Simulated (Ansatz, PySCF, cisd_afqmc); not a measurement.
System: CH$_{6}$Si, charge 0, singlet. CH6Si (SMILES C[SiH3]).
B3LYP-D3(BJ)/def2-TZVP minimum from Ansatz (a program for electronic structure):
```xyz
8

C      0.0034    -0.0064    -1.2421
Si    -0.0017     0.0033     0.6340
H      0.0118    -1.0282    -1.6256
H     -0.8824     0.4951    -1.6359
H      0.8840     0.5079    -1.6311
H     -0.0132     1.3943     1.1492
H     -1.2005    -0.6969     1.1567
H      1.2042    -0.6795     1.1632
```
Charge 0, spin multiplicity 1.

Atomisation energy term by term, kcal/mol (programs: Ansatz, cisd_afqmc). UHF or UKS for unpaired electrons; spin-orbit terms are left out. Correlated methods leave the cores frozen. Rows without X2C or -DK are non-relativistic. AFQMC/CISD: phaseless, guided by CISD from CCSD amplitudes; bars are statistical, one sigma. Outlying blocks are dropped, and bars are widened where a walk drifts. Over all cases where full CI ran beside it in this data, AFQMC minus full CI had a median of +0.1 mEh and passed +0.4 mEh in a tenth of the cases. CBS(X,Y): correlation extrapolated as X^-3, Hartree-Fock from the larger set (Q,5: extrapolated as (X+1)exp(-9√X)). A bracket is a step between two methods taken in the basis named. 'core' is core correlation in cc-pwCVTZ (1s frozen past Ne), 'X2C' scalar relativity in cc-pVTZ-DK, both at CCSD(T). For partners of very few electrons the exact lower level stands in for a higher one.

```json
[
 {"term": "Hartree-Fock", "basis": "CBS(cc-pV(Q+d)Z,cc-pV(5+d)Z)", "kcal/mol": "490.10"},
 {"term": "CCSD correlation", "basis": "CBS(cc-pV(Q+d)Z,cc-pV(5+d)Z)", "kcal/mol": "133.27"},
 {"term": "(T)", "basis": "CBS(cc-pV(Q+d)Z,cc-pV(5+d)Z)", "kcal/mol": "4.81"},
 {"term": "CCSDT(Q) - CCSD(T)", "basis": "cc-pV(T+d)Z", "kcal/mol": "-0.01"},
 {"term": "core correlation", "basis": "cc-pwCVTZ", "kcal/mol": "1.00"},
 {"term": "scalar relativity", "basis": "X2C, cc-pVTZ-DK", "kcal/mol": "-0.86"},
 {"term": "minus zero-point energy", "basis": "Hessian by PySCF at B3LYP-D3(BJ)/def2-TZVP", "kcal/mol": "-38.20"},
 {"term": "sum: D0", "basis": "", "kcal/mol": "590.1"}
]
```

The step beyond CCSD(T) by other levels: AFQMC/CISD in cc-pV(D+d)Z 0.54 ± 0.26; CCSDT(Q) in cc-pV(D+d)Z 0.23 kcal/mol.
